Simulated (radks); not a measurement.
**Mg²⁺ in 1s1 2s2 2p6 3s1: an all-electron calculation**

One table from this session's results is given with a row withheld; the runs are named, their logs left out.

Method: scalar-relativistic Kohn-Sham, BLYP, spin-polarised, spherical densities, point nucleus; open shells are filled with parallel spins first. Code: radks (a radial shooting solver on a logarithmic mesh, Libxc functionals) version 1.

## What is computed

- element: magnesium (Z = 12)
- charge: +2
- electrons: 10
- configuration: 1s1 2s2 2p6 3s1

The outer shells:

Mg²⁺
```
1s [↑ ]
2s [↑↓]
2p [↑↓][↑↓][↑↓]
3s [↑ ]
```

Set-up of the first run:

Settings of this run:

```text
Z 12
configuration 1s1 2s2 2p6 3s1
relativity scalar-relativistic
functional b88,lyp
spin polarised
nucleus point
c 137.035999084
```

Launch:

```bash
$ python run_ks.py task.json out
```

All runs below come from this command, one after another.

One table of the session follows, with a row left open; its other results are not shown here.

It belongs to the step «Shells». Radial moments (bohr):

| level | <r> | outermost maximum (interpolated) | 90 % within | nodes |
| --- | --- | --- | --- | --- |
| 1s up | ? | ? | ? | ? |
| 1s down | 0.1291 | 0.0843 | 0.231 | 0 |
| 2s up | 0.6448 | 0.513 | 1.02 | 1 |
| 2s down | 0.6535 | 0.521 | 1.03 | 1 |
| 2p up | 0.5984 | 0.426 | 1.01 | 0 |
| 2p down | 0.6071 | 0.433 | 1.02 | 0 |
| 3s up | 2.221 | 1.94 | 3.30 | 2 |

Q: Estimate the row for 1s up from the others.

As computed: <r>: 0.1267; outermost maximum (interpolated): 0.0833; 90 % within: 0.226; nodes: 0. In the column «<r>» it is the lowest.
